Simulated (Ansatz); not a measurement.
Reactions of `FC1=CCC1Cl`.

Gas-phase electronic energies from Ansatz, PBE0-D4/def2-TZVP geometries. CCSD(T)/CBS is the MP2 limit (def2-TZVPP, def2-QZVPP) plus CCSD(T) − MP2 in def2-TZVPP, frozen cores. This one scheme is used for every species, atoms too. Functionals use def2-TZVPP. No spin–orbit coupling; open shells (•) take unrestricted orbitals. Spin–orbit coupling would lower the free atoms: a little for C, Cl, F.

```csv
reaction,B97M-V (eV),PBE-D4 (eV),B2PLYP (eV),CCSD(T)/CBS(def2) (eV)
`FC1=CCC1Cl` + H–F → `FC1=CCC1F` + HCl,0.09,0.19,0.15,0.26
`FC1=CCC1Cl` → 4 C• + Cl• + F• + 4 H•,43.22,44.85,42.54,42.94
`FC1=CCC1Cl` + H₂ → `FC1=CCC1` + HCl,-0.84,-0.73,-0.84,-0.80
`FC1=CCC1Cl` + H₂ → `ClC1C=CC1` + H–F,-0.77,-0.74,-0.88,-0.98
```

Largest T1 diagnostic: 0.012, for `FC1=CCC1F`.
